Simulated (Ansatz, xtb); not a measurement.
**Two isomers of C3H3FO**

We compare a, `O=C/C=C\F`, a singlet, with b, `C=C(F)C=O`, a singlet. Both are isolated molecules in the gas phase, relaxed with PBE0-D3(BJ)/def2-SVP, each in the lowest conformer that the search found.

Q: Estimate which is lower in electronic energy at CCSD(T)/def2-SVP + ΔMP2/def2-TZVPP, and by roughly how much.

A: CCSD(T)/def2-SVP + ΔMP2/def2-TZVPP gives E(b) − E(a) = +0.018 eV, slightly favouring structure a, which is too small a margin to settle the true order.

How the difference moves with the method:

| level | geometry | E(b) − E(a) (eV) | departure from the last row (eV) | job, with rough time for the two |
| --- | --- | --- | --- | --- |
| GFN2-xTB | GFN2-xTB | +0.031 | +0.013 | optimisation, 0.58 s |
| HF/STO-3G | GFN2-xTB | +0.024 | +0.006 | single point, 1.6 s |
| r2SCAN-D4/def2-SVP | GFN2-xTB | +0.042 | +0.024 | single point, 7.6 s |
| PBE0-D3(BJ)/def2-SVP | PBE0-D3(BJ)/def2-SVP | +0.039 | +0.021 | optimisation, 81 s |
| HF/def2-SVP | PBE0-D3(BJ)/def2-SVP | +0.042 | +0.024 | part of the CCSD(T) run |
| MP2/def2-SVP | PBE0-D3(BJ)/def2-SVP | +0.031 | +0.013 | part of the CCSD(T) run |
| CCSD(T)/def2-SVP | PBE0-D3(BJ)/def2-SVP | +0.012 | −0.006 | single point |
| CCSD(T)/def2-SVP + ΔMP2/def2-TZVPP | PBE0-D3(BJ)/def2-SVP | +0.018 |  | single point, 54 s |

As drawn, both hold the same kinds of bond in the same numbers.

The largest departure from CCSD(T)/def2-SVP + ΔMP2/def2-TZVPP is that of HF/def2-SVP, 0.024 eV. The last row adds to CCSD(T) the change of the MP2 difference between the two basis sets, here +0.006 eV.

With harmonic frequencies from PBE0-D3(BJ)/def2-SVP (ideal gas, rigid rotor, one conformer each, 298.15 K, 1 atm): the zero-point term adds −0.022 eV; ΔH is −0.005 and ΔG +0.001 eV.

The correlated steps freeze 5 core orbitals. Programs: Ansatz 0.2.0, xtb 6.7.1; the last row on 2 threads of Intel(R) Xeon(R) Processor @ 2.50GHz (Skylake/Cascade Lake) on a shared host.
